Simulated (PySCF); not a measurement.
Homolysis of single bonds, series silaethenyl-X. Isolated molecules, 0 K electronic values unless said otherwise. One relaxed conformer stands for each flexible species; it need not be the lowest. Strings in code marks are SMILES.

Level of theory: PBE0-D3(BJ)/def2-TZVP (PySCF). 

```tsv
species	dipole moment (D)
whole molecule (`[SiH](F)=C`)	1.07
whole molecule (`C=[SiH]Cl`)	0.85
radical fragment (`[Br]`)	[?]
radical fragment (`C[O]`)	2.02
```

Complete the blanks.


- radical fragment (`[Br]`), dipole moment (D): 0.00
